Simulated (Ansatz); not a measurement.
Energy profile

The step: SiH₃F ([F][SiH3]) + H₂O → SiH₄O ([OH][SiH3]) + HF; bonds formed: Si1–O7, F2–H6; bonds broken: Si1–F2, H6–O7 (atoms numbered as in the saddle structure below).

```tsv
atom	x (Å)	y (Å)	z (Å)
Si1	-0.4926	0.3749	-0.2825
F2	-0.4997	-1.5614	-0.0066
H3	-0.8195	0.1199	-1.6988
H4	-1.5697	0.4188	0.7328
H5	-0.0281	1.8078	-0.2924
H6	0.6639	-1.1703	0.3329
O7	1.1692	-0.2026	0.2247
H8	1.5764	0.2129	0.9900
```

Electronic energies by CCSD(T) at an estimated basis limit (MP2 extrapolated from triple and quadruple zeta, plus CCSD(T) − MP2 in triple zeta), on PBE0-D4/def2-TZVP structures; SiH5OF, singlet; no counterpoise correction. Ansatz 0.2.0; basis: def2-TZVPP and def2-QZVPP; cores frozen in the correlated methods. Extrapolation: Hartree–Fock as exp(−7.88 √X), correlation as X^−2.97.

Question: Give the profile in kcal/mol, counted from the separated reactants. (Judge from chemistry; the value comes from the calculation.)

Answer: Computed:
| point | kcal/mol |
| --- | --- |
| separated: SiH3F (linked as [F][SiH3]; Si1, F2, H3, H4, H5; singlet) + H2O (H6, O7, H8; singlet) | 0.00 |
| start structure | -3.12 |
| saddle | 28.48 |
| end structure | 2.54 |
| separated: SiH4O (linked as [OH][SiH3]; Si1, H3, H4, H5, O7, H8; singlet) + HF (F2, H6; singlet) | 10.51 |

The T1 diagnostic stays at or below 0.012.

The step is the kind of ligand exchange by which a precursor binds to a hydroxyl group, or is hydrolysed, in atomic layer deposition of oxides.

For scale, one of the runs: CCSD(T)/def2-TZVPP, 174 basis functions (an equivalent command: `ansatz run in.yaml --threads 2`). The run took 17 s on 2 CPU threads (shared host), with 1.6 GiB of host memory at its peak.
